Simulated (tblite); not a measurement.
# BrFH3P: the cost of one run

Computed with tblite 0.8.0 and PySCF 2.14.0; each step states its level. No surroundings beyond the atoms listed, unless a continuum is named. Atoms count from 0, parts from 1.

### Step 1. The system as given

6 atoms, charge 0, multiplicity 1; geometry: rigid parts in contact. Parts: 1 = atoms 0–1, `FBr`, charge 0; 2 = atoms 2–5, `P`, charge 0.

### Step 2. Docking the parts with GFN2-xTB

Job settings and geometry (Å):

```
{"job": {"kind": "dock", "xc": "GFN2-xTB", "basis": "xTB"}, "charge": 0, "multiplicity": 1, "parts": [{"atoms": "0-1", "charge": 0, "multiplicity": 1}, {"atoms": "2-5", "charge": 0, "multiplicity": 1}]}
Br     0.899704     0.006030     0.005166
F     -0.899704    -0.006030    -0.005166
P     -1.222364    -3.118058     1.580515
H     -1.177170    -1.772213     1.248609
H     -1.001930    -3.506134     0.267532
H     -2.599117    -3.167768     1.422374
```

Level: GFN2-xTB search for minima from random contacts, gas phase.

On the command line:

```bash
OMP_NUM_THREADS=1 python cluster_run.py task.json out
```

One launch serves the whole session: the jobs run in the order shown.

Q: Estimate the wall time of this first job on 1 thread of Intel Xeon Platinum 8259CL at 2.50GHz, shared host.

About 7.6 s.
